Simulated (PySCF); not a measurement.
F3N, SMILES FN(F)F.

The structure is a stationary point at B3LYP-D3(BJ)/def2-TZVP.

Two levels are set side by side: TDA-PBE/def2-SVPD (PySCF) and TDA-B3LYP/def2-SVPD (PySCF). Vertical, same geometry. The lowest singlet is HOMO→LUMO 98 % with PBE and HOMO→LUMO+2 97 % with the other functional; states are paired by order. Differences are taken from unrounded values.

| quantity | TDA-B3LYP |
|---|---|
| lowest singlet excitation (eV) | 8.12 |
| lowest triplet excitation (TDA) (eV) | 6.58 |

Problem. What does TDA-PBE give, and how far is it from TDA-B3LYP? (An estimate is asked for; the answer gives what the named calculation found.)

Solution. 
```csv
quantity,TDA-PBE,TDA-PBE minus TDA-B3LYP
lowest singlet excitation (eV),7.64,-0.48
lowest triplet excitation (TDA) (eV),6.44,-0.14
```

Functionals without exact exchange tend to place singlet excitations lower, as here. Differences between two approximate levels are no errors against the true value.

Rough cost on one machine, each run with all the roots and properties that it gave: TDA-B3LYP against TDA-PBE within a factor of 2.
